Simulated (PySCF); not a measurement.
## Ionising LiF

PBE0; basis Li cc-pVDZ, F cc-pVDZ; no relativity; PySCF 2.14. Neutral (UKS): singlet (closed shell), Re = 1.578 Å, ωe = 982 cm⁻¹, De = 5.56 eV, HOMO -7.59 eV, LUMO -1.16 eV.

LiF⁺ (UKS): doublet (π ↑), Re = 2.092 Å, ωe = 289 cm⁻¹, De = 0.46 eV to Li⁺ + F. The energies at the minima are -107.30598 hartree for LiF and -106.91422 for LiF⁺.

**Question.** Work out the adiabatic ionisation energy, without and with harmonic zero-point energies (1 hartree = 27.2114 eV, 1 eV = 8065.5 cm⁻¹), and the change of the bond length.

**Answer.** At PBE0: 0.39176 hartree = 10.660 eV between the minima; the zero-point term (289.0 − 982.0)/2 cm⁻¹ = -0.043 eV makes it 10.617 eV. Re changes by +51.4 pm against the neutral. Minus the HOMO energy is 7.59 eV, -3.07 eV from the value between the minima; self-interaction puts the Kohn–Sham level too high, less so with exact exchange. The electron leaves a π orbital, and the ion is left as a loose complex of an ion and an atom.

Weak bonds: LiF⁺. Basis-set superposition, not corrected here, can be much of De in a small basis, most of all at correlated wavefunction levels. For an ion De counts to the pair picked by the measured ionisation energies or electron affinities, which need not be the lowest pair at this level. States were picked by a PBE0 search and need not be the measured ground states.
